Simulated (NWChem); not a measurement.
Correlation energy of methane (CH4)

```xyz
5

C      0.0000     0.0000     0.0000
H      0.0000     0.8966     0.6340
H      0.0000    -0.8966     0.6340
H     -0.8966     0.0000    -0.6340
H      0.8966     0.0000    -0.6340
```
Charge 0, spin multiplicity 1.

Program: NWChem. All single points use one geometry, from PBE0/def2-SVP, a minimum by its harmonic frequencies.

Basis set: cc-pVDZ. Each correlation energy counts from its own Hartree-Fock reference.

The correlated methods keep 1 core orbital frozen. Coupled-cluster values serve here as a point of comparison, not as the truth.

Order these methods by the correlation energy they give, lowest first: RI-MP2, SCS-MP2, CR-CCSD[T], CCSD, CCSDT.

CCSDT (-189.4 mHa), CR-CCSD[T] (-188.6 mHa), CCSD (-185.2 mHa), SCS-MP2 (-167.7 mHa), RI-MP2 (-161.6 mHa)
